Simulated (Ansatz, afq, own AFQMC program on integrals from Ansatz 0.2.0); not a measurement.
AlBH2, singlet: a scan with AFQMC

```yaml
atoms:
  - { symbol: B, position_ang: [0.0000, 0.0000, 1.4848] }
  - { symbol: Al, position_ang: [0.0000, 0.0000, -0.7557] }
  - { symbol: H, position_ang: [0.0000, 1.0050, 2.1514] }
  - { symbol: H, position_ang: [0.0000, -1.0050, 2.1514] }
```

The B1–Al2 distance is changed with both sides rigid. Energies in kJ/mol count from this geometry (2.240 Å) at the same level; the start stands on RHF, each point on the determinant named.

Basis cc-pVDZ. Only valence electrons are correlated. AFQMC by an in-house program on the Cholesky factors that Ansatz 0.2.0 writes for its CCSD(T) run. The CISD trial takes its coefficients from CCSD amplitudes. Released means that phaseless walkers are propagated on without the constraint, phases kept. ± is one standard error of the sampling.

Cautions, each for one point or more: cluster runs in doubt by the program's own checks; higher spins were not checked; restricted determinant unstable towards unrestricted; strong correlation; unrestricted determinant spin contaminated; walk and cluster series may follow different spin states.

| r(B1–Al2) / Å | det. | T1 | weight | ⟨S²⟩ | B3LYP | B2PLYP | CCSD(T) |
| --- | --- | --- | --- | --- | --- | --- | --- |
| 2.048 | RHF | 0.012 | 0.87 | pure | 10.3§ | 12.1§ | 20.0 |
| 2.496 | RHF | 0.012 | 0.87 | pure | 15.5 | 14.5 | 14.4 |
| 3.117 | RHF | 0.017 | 0.85 | pure | 102.4 | 104.3 | 103.0 |
| 4.166 | UHF‡¶ | 0.034 | 0.85 | 0.94 | 213.4§ | 218.0§ | 220.0 |
| 5.905 | UHF†‡¶ | 0.011 | 0.89 | 1.02 | – | 235.9§ | 235.0 |

Question: Estimate the curve of CCSDT(Q), counted from the same start.

Answer: 
```tsv
r(B1–Al2) / Å	det.	T1	weight	⟨S²⟩	CCSDT(Q)	ph-AFQMC/CISD	released AFQMC
2.048	RHF	0.012	0.87	pure	20.0	21.7 ± 1.2	20.1 ± 1.6*
2.496	RHF	0.012	0.87	pure	14.2	14.3 ± 1.2	13.7 ± 1.4*
3.117	RHF	0.017	0.85	pure	101.7	103.4 ± 1.4	102.5 ± 1.6*
4.166	UHF‡¶	0.034	0.85	0.94	207.7	208.7 ± 1.5	206.2 ± 2.2*
5.905	UHF†‡¶	0.011	0.89	1.02	235.9	236.6 ± 1.1	236.0 ± 1.2*
```

Weight is that of the determinant in the CISD state; at the start T1 is 0.012 and the weight 0.87. ¶ marks points with a poor determinant and no full CI, where no value is sure; they don't count among the departures. An asterisk marks released energies that aren't shown to be converged. A dagger marks points whose determinant fills other symmetries than the start's, so the wave-function levels may follow another state there, or a degenerate partner. A double dagger marks points where the walks on two determinants ended up to 25.3 kJ/mol apart; the lower is shown. A dash marks a missing value, a released energy that hasn't settled or a functional that sits on another state. § marks a functional whose ⟨S²⟩ is too high by over 0.1 (B3LYP, B2PLYP at the start too). Largest departures from CCSDT(Q), at the points where its series has closed: CCSD(T) 1.3 kJ/mol at 3.117 (on RHF), ph-AFQMC/CISD 1.8 kJ/mol at 3.117 (on RHF) (within the noise). The functionals aren't scored here. In this small basis the wave-function levels are far from their limit, so their gap to the functionals isn't the functionals' error.

A walk keeps the symmetry of its determinant, which the program's search chose and which needn't be the lowest solution, so a lower state of the same spin and another symmetry isn't excluded.
